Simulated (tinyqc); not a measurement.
Inside a calculation. Method: CCD on RHF in the sto-3g basis, frozen core, for LiH, spin multiplicity 1. One step of it, computed by the program tinyqc.

Problem. Orthogonalisation. S = U s U^T; symmetric (Loewdin) form X = U s^(-1/2) U^T, so that X^T S X = 1.

overlap S:
```
           1Li 1s    1Li 2s   1Li 2px   1Li 2py   1Li 2pz     2H 1s
1Li 1s   1.000000  0.241137  0.000000  0.000000  0.000000  0.027477
1Li 2s   0.241137  1.000000  0.000000  0.000000  0.000000  0.298017
1Li 2px  0.000000  0.000000  1.000000  0.000000  0.000000  0.000000
1Li 2py  0.000000  0.000000  0.000000  1.000000  0.000000  0.000000
1Li 2pz  0.000000  0.000000  0.000000  0.000000  1.000000  0.421013
2H 1s    0.027477  0.298017  0.000000  0.000000  0.421013  1.000000
```

Give: eigenvalues of S; X.

Solution.

eigenvalues of S: 0.4701  0.8032  1.0000  1.0000  1.1812  1.5455

X:
```
          1Li 1s   1Li 2s  1Li 2px  1Li 2py  1Li 2pz    2H 1s
1Li 1s    1.0234  -0.1302   0.0000   0.0000  -0.0070   0.0179
1Li 2s   -0.1302   1.0667   0.0000   0.0000   0.0604  -0.1847
1Li 2px   0.0000   0.0000   1.0000   0.0000   0.0000   0.0000
1Li 2py   0.0000   0.0000   0.0000   1.0000   0.0000   0.0000
1Li 2pz  -0.0070   0.0604   0.0000   0.0000   1.0832  -0.2554
2H 1s     0.0179  -0.1847   0.0000   0.0000  -0.2554   1.1255
```
